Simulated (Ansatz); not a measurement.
Worked example: the enthalpy of formation of C2H8N2 (SMILES CNNC)

C2H8N2: 12 atoms, total charge 0, spin state singlet. SMILES: `CNNC`. Geometry: relaxed at PBE0-D4/def2-TZVP. This is one conformer, not always the lowest.

| atom | x (Å) | y (Å) | z (Å) |
| --- | --- | --- | --- |
| C | -1.0808 | 0.9647 | -0.2494 |
| N | -0.8549 | -0.0368 | 0.7725 |
| N | 0.4601 | -0.5088 | 0.9264 |
| C | 1.2045 | -0.7936 | -0.2831 |
| H | -0.8320 | 0.6569 | -1.2754 |
| H | -2.1372 | 1.2410 | -0.2265 |
| H | -0.5003 | 1.8618 | -0.0151 |
| H | -1.4568 | -0.8379 | 0.6359 |
| H | 0.9575 | 0.1476 | 1.5134 |
| H | 1.3513 | 0.0609 | -0.9595 |
| H | 0.6998 | -1.5860 | -0.8436 |
| H | 2.1889 | -1.1696 | 0.0044 |

Total energies at RPA@PBE/cc-pVDZ, 4 core orbitals frozen (Ansatz 0.2.0); the atoms run unrestricted:

```tsv
species	state	energy (Eh)
C2H8N2	singlet	-190.249368
C	triplet	-37.817495
N	quartet	-54.532870
H	doublet	-0.512761
```

Harmonic wavenumbers at PBE0-D4/def2-TZVP, in cm⁻¹: 182, 217, 302, 342, 514, 734, 742, 944, 1040, 1134, 1140, 1166, 1180, 1271, 1428, 1440, 1460, 1474, 1481, 1510, 1515, 1550, 2984, 2998, 3073, 3074, 3120, 3121, 3544, 3562.

Measured heats of formation of the gaseous atoms at 298.15 K, in kJ/mol: C 716.9, N 472.4, H 218.0. Take 1 Eh = 2625.50 kJ/mol, 1 cm⁻¹ = 0.0119627 kJ/mol, RT = 2.479 kJ/mol.

Problem. What heat of formation follows?

Solution. 
1. Electronic atomisation energy: 2 × (-37.817495) + 2 × (-54.532870) + 8 × (-0.512761) − (-190.249368) = 1.446550 Eh = 3797.9 kJ/mol.
2. Zero-point energy: half the sum of the wavenumbers, 24121 cm⁻¹ = 288.6 kJ/mol.
3. Thermal vibrational enthalpy, Σ hcν̃/(exp(hcν̃/kT) − 1): 6.7 kJ/mol. Translation, rotation and pV of a non-linear molecule: 4 RT = 9.9 kJ/mol.
4. The 12 free atoms carry 5/2 RT each: 74.4 kJ/mol.
5. Atomisation enthalpy at 298 K: 3797.9 − 288.6 − 6.7 − 9.9 + 74.4 = 3567.1 kJ/mol.
6. Sum of the atoms' heats of formation: 4122.6 kJ/mol. Heat of formation: 4122.6 − 3567.1 = +555.5 kJ/mol.

The tabulated value is +92.2 kJ/mol (CRC Handbook of Chemistry and Physics), so this level is off by +463.3 kJ/mol, or 11.5 % of the atomisation enthalpy that the table implies (4030.4 kJ/mol). Anharmonicity and any spin-orbit splitting of the molecule are left out, and cores are frozen in the wave-function part.
